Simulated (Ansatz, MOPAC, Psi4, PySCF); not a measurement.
System: C$_{3}$H$_{7}$O, charge 0, multiplicity 2. SMILES: [CH2]COC
Structure (B3LYP-D3(BJ)/def2-TZVP (Ansatz, a quantum-chemistry and plane-wave program) minimum search):
```
C
H 1 1.1047
H 1 1.1081 2 105.45
O 1 1.4131 2 110.22 3 118.14
C 4 1.4094 1 112.77 2 -59.07
H 5 1.0887 4 107.35 1 -179.82
H 5 1.0980 6 109.01 4 120.90
H 5 1.0981 6 109.05 7 118.19
C 1 1.4753 2 110.77 3 -119.93
H 9 1.0796 1 119.91 2 -136.11
H 9 1.0802 10 119.77 1 174.62
```
Charge 0, spin multiplicity 2.

Quantity: size of the dipole moment, in D. Conventions: open shells spin-unrestricted; 6-311+G** with 5d; six Cartesian d functions in 6-31G* and its kin unless marked 5d; spin-orbit terms left out; no dispersion term unless named; non-relativistic; LANL2DZ all-electron up to Ne. First-principles rows: single points at B3LYP-D3(BJ) geometries (Ansatz). Semi-empirical rows: dipoles at the shared geometry.

```csv
level,program,size of the dipole moment (D)
AM1,MOPAC,1.53
MNDO,MOPAC,1.35
SVWN5/6-31G*,Ansatz,1.30
PBE/3-21G,Ansatz,1.35
PBE/LANL2DZ,Ansatz,1.87
PBE/6-31G*,Ansatz,1.22
BP86/def2-SVP,PySCF,1.29
B3LYP/6-31G*,Ansatz,1.29
B3LYP/6-31G**,Ansatz,1.29
B3LYP/6-311+G**,Ansatz,1.53
PBE0/6-311+G**,Ansatz,1.52
M06-2X/6-31G* (5d),PySCF,1.32
wB97X-D/6-311+G**,Psi4,1.56
```

No value to compare with is used here. The 13 habitual levels span 1.22 (PBE/6-31G*) to 1.87 D (PBE/LANL2DZ).

The levels are drawn from those run, B3LYP/6-31G* more often than the rest, none by its result; runs whose electronic state is in doubt are left out.
